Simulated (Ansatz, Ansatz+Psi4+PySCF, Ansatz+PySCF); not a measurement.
```xyz
2

Si    0.0000    0.0000    1.1550
Si    0.0000    0.0000   -1.1550
```

Basis set: cc-pV(T+d)Z (spherical functions). Correlated methods keep 10 orbitals frozen. Correlation on ROHF uses semicanonical orbitals with singles. Charge 0, multiplicity 3.

Computed with Ansatz (development build ahead of 0.2.0); each method stands on the lowest determinant of its kind that the runs found.

The atomization energy at this shape (free ground-state atoms in the same class of orbitals less the molecule, no zero-point energy) of triplet Si2:

```tsv
method	atomization energy
ROHF-CCSD(T)	3.06 eV
ROHF-MP2	3.05 eV
UHF-MP2	3.02 eV
ROHF	1.88 eV
```

Task: What does UHF give?

Result: 1.75 eV.
